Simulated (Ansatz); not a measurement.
**CH2FP (SMILES [H]/P=C/F): the energy, rung by rung**

The species is CH2FP (5 atoms), meant as a singlet with charge 0. SMILES: `[H]/P=C/F`. Geometry: relaxed at GFN2-xTB.

```xyz
5

F    -0.4582   -1.5441    0.7059
C    -0.2810   -0.3669    0.0905
P     1.1581    0.4689    0.2459
H    -1.1595   -0.0862   -0.4760
H     0.7407    1.5283   -0.5663
```

Quantity: the energy change with the C2–H4 bond stretched from 1.082 to 2.165 Å, in eV. The values are calculated.

| level | kind | program | value (eV) | less FCI/STO-3G |
| --- | --- | --- | --- | --- |
| HF/STO-3G (restricted) | Hartree–Fock | Ansatz | 6.88 | +2.80 |
| PBE/STO-3G (restricted) | GGA | Ansatz | 4.39 | +0.31 |
| r2SCAN/STO-3G (restricted) | meta-GGA | Ansatz | 4.74 | +0.66 |
| PBE0/STO-3G (restricted) | global hybrid | Ansatz | 5.16 | +1.08 |
| HSE06/STO-3G (restricted) | range-separated hybrid | Ansatz | 5.14 | +1.06 |
| B2PLYP/STO-3G (restricted) | double hybrid | Ansatz | 5.00 | +0.92 |
| CCSDT(Q)/STO-3G (restricted) | coupled cluster or CI | Ansatz | 4.07 | -0.01 |
| CCSDTQ/STO-3G (restricted) | coupled cluster or CI | Ansatz | 4.08 | 0.00 |
| FCI/STO-3G | exact in the basis | Ansatz | 4.08 | 0.00 |

FCI/STO-3G is exact within its basis and frozen core, so for wave-function methods in that basis the difference is their error; functionals converge differently with the basis, so for them it is only a difference. Spin-restricted single references rise too steeply as a bond breaks, Hartree–Fock most of all. Perturbation and coupled-cluster corrections on them can overshoot downwards. The first shape isn't each level's own minimum. The values span 4.07 to 6.88 eV. All rows use very small basis sets, so even the best lies far from the true value.
